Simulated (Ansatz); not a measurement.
# CF4 (singlet): from Hartree-Fock to the top rungs, cc-pVDZ

One table from this session's results is given with a row withheld; the runs are named, their logs left out.

Program: Ansatz 0.2.0, Gaussian basis. Level of theory: cc-pVDZ, core rule «outside noble gas», up to 5 orbitals frozen. These are calculated values, not measurements.

The runs, in order: UHF; CCSD(T) on RHF; BCCD(T) on RHF; CCSDT(Q) on RHF; CASSCF and MRCISD+Q, 8 electrons in 8 orbitals; CASSCF and NEVPT2, 8 electrons in 8 orbitals.

**The system**

The geometry is a PBE0/def2-TZVP stationary point (not a proven minimum).

5 atoms, charge 0, spin multiplicity 1.

Atoms are counted from 1 here; the program's logs count them from 0.

Bond lengths: C1–F2 1.318 Å, C1–F3 1.318 Å, C1–F4 1.318 Å, C1–F5 1.318 Å. Angles: F2–C1–F3 109.5°, F2–C1–F4 109.5°, F2–C1–F5 109.5°, F3–C1–F4 109.5°, F3–C1–F5 109.5°, F4–C1–F5 109.5°.

Set-up of the first run:

in.yaml reads:

```yaml
crystal:
  periodic: [false, false, false]
  atoms:
    - {symbol: C, position_ang: [0.000000, 0.000000, 0.000000]}
    - {symbol: F, position_ang: [0.759852, 0.762198, 0.760681]}
    - {symbol: F, position_ang: [-0.763199, -0.758394, 0.761133]}
    - {symbol: F, position_ang: [-0.758619, 0.759619, -0.764483]}
    - {symbol: F, position_ang: [0.761966, -0.763423, -0.757331]}
basis:
  gaussian: {orbitals: cc-pVDZ}
magnetization: {spin_polarized: true, initial_magnetization: 0}
hamiltonian: {xc: hf}
output: {orbitals: {seedname: orbitals}}
```

The run is started by

```bash
$ ansatz run in.yaml --threads 1 --pin off --events-out ev --progress --plain --max-ram 4096MiB --backend cpu
```

Steps of the session up to this table: UHF; CCSD(T) on RHF; BCCD(T) on RHF; CCSDT(Q) on RHF; CASSCF and MRCISD+Q, 8 electrons in 8 orbitals; CASSCF and NEVPT2, 8 electrons in 8 orbitals.

One of the session's tables, all rows but one given; the rest of the session is left out.

```
           method  from RCCSDT(Q) (meV)
              RHF              +24412.1
             RMP2                +759.8
            RCCSD                +513.8
         RCCSD(T)                 +62.1
          BCCD(T)                 +50.7
           RCCSDT                 +49.8
        RCCSDT(Q)                     0
  CASSCF frontier              +21746.3
  NEVPT2 frontier               +1036.2
  MRCISD frontier               +2858.4
MRCISD+Q frontier                     ?
```

Estimate the missing values for MRCISD+Q frontier.

**Answer.** from RCCSDT(Q) (meV): +565.5. In the column «from RCCSDT(Q) (meV)» it lies between RCCSD (+513.8) and RMP2 (+759.8).

With the free atoms at the same levels and basis (separate runs), the atomisation energy is 18.792 eV at RCCSDT(Q), 18.760 eV at RCCSD(T), 12.999 eV at RHF.
